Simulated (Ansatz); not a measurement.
We consider Cu3AsS4 (Pmn2₁, No. 31), described by r²SCAN-D4 (plane waves, PAW; Ansatz, a quantum-chemistry and plane-wave program).

Run with plane-wave cutoff 560 eV, 6×6×6 k mesh, Fermi–Dirac smearing 0.01 eV, no spin polarisation, scalar-relativistic PAW data made under PBE.

The cell is scaled about its equilibrium volume:

Shape and atoms are relaxed at each volume.

```tsv
V (Å³/atom)	P (GPa)	direct gap at Γ (eV)
17.126	3.82	0.348
17.483	1.80	0.273
17.840	0.00	0.204
18.197	-1.60	0.140
18.554	-3.03	0.081
```

A straight line through the gaps at Γ against ln V gives a volume deformation potential dE_g(Γ)/d ln V of -3.3 eV: the gap at Γ widens under compression.

Measured, for comparison: band gap 1.24 eV (temperature not stated, not corrected to a static lattice; as tabulated in Kim et al. (2020), doi:10.1038/s41597-020-00723-8).

Note: the bulk modulus comes from volumes at which shape and atoms were relaxed.

Spin–orbit coupling is not included.
